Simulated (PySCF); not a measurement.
Which determinant of HCl⁺ lies lowest?

Unrestricted PBE0; PySCF, no relativity, basis sets H def2-TZVPPD, Cl def2-TZVPPD. Outer shells of the fragments: H 1s1; Cl+ 3s2 3p4.

Followed along the bond (rough minima from three points):

```
2Ms+1   unpaired  ⟨S²⟩ at the start  R at minimum (Å)  Te (eV)
    2        π ↑               0.75              1.32     0.00
    4  σ ↑, π ↑↑               3.75  none in the scan   ≤ 6.86
```

Solutions found at the starting distance of 1.390 Å, counted from the lowest of them; the search is not exhaustive and high or unbound solutions are not listed, so other states can lie among these:

```csv
2Ms+1,unpaired,term,E (eV),⟨S²⟩,⟨Lz²⟩,μ (D)
2,π ↑,²Π,0.00,0.75,1.01,-1.90
2,σ ↑,²Σ⁺,3.58,0.76,0.00,-2.41
4,"σ ↑, π ↑↑",⁴Σ⁻,7.47,3.75,0.00,0.34
4,"σ ↑↑, π ↑",⁴Π,9.41,3.75,1.02,-0.06
```

A term symbol is given only where ⟨S²⟩ and ⟨Lz²⟩ are close to those of a pure state; real π, δ and φ orbitals otherwise mix terms. A positive dipole points towards Cl; it is taken about the centre of mass and depends on that origin.

Counting both spins, an empty level lies below a filled one in some of these solutions, because spin and occupation are held.
